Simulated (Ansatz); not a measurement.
# [Br···H···S], triplet: reading a ladder of total energies

Geometry: a point of a hydrogen-transfer path between rigid fragments, not a stationary point.

```xyz
3

Br    0.0000    0.0000   -1.5433
H     0.0000    0.0000   -0.0713
S     0.0000    0.0000    1.6147
```

Basis cc-pVTZ; Ansatz 0.2.0. Correlated methods freeze the noble-gas cores and the filled d shells of p-block atoms, which leaves 14 electrons in 72 orbitals. Prefix R: restricted or restricted open-shell reference; prefix U: unrestricted. No spin–orbit coupling is included, and no scalar relativity.

Full CI isn't at hand for all of this; UCCSDT(Q) serves as the reference, and is uncertain by about the last step of the cluster series.

Runs differ by some tens of microhartree through their thresholds and, for an open shell, their frozen cores, so steps under 0.03 kcal/mol mean nothing.

```json
{"level": "UHF", "total energy (hartree)": "-2970.527481"}
{"level": "UMP2", "total energy (hartree)": "-2970.832697"}
{"level": "UCCSD", "total energy (hartree)": "-2970.872365"}
{"level": "UCCSD(T)", "total energy (hartree)": "-2970.885724"}
{"level": "UCCSDT", "total energy (hartree)": "-2970.887075"}
{"level": "UCCSDT(Q)", "total energy (hartree)": "-2970.887636"}
```

Problem. What is the correlation energy at UCCSDT(Q), and what share of it do UMP2 and UCCSD(T) recover?

Solution. E(corr) = -2970.887636 − (-2970.527481) = -0.360155 hartree = -9.800 eV. UMP2: -0.305216 / -0.360155 = 84.75 %. UCCSD(T): -0.358243 / -0.360155 = 99.47 %.

Problem. By how many kcal/mol does UCCSD(T) miss UCCSDT(Q) (1 hartree = 627.509 kcal/mol), and which steps make up the rest?

Solution. -2970.885724 − (-2970.887636) = 0.001912 hartree = 1.20 kcal/mol. Steps: UCCSDT − UCCSD(T) = -0.85, UCCSDT(Q) − UCCSDT = -0.35 kcal/mol. Differences between like states or geometries often cancel part of this.
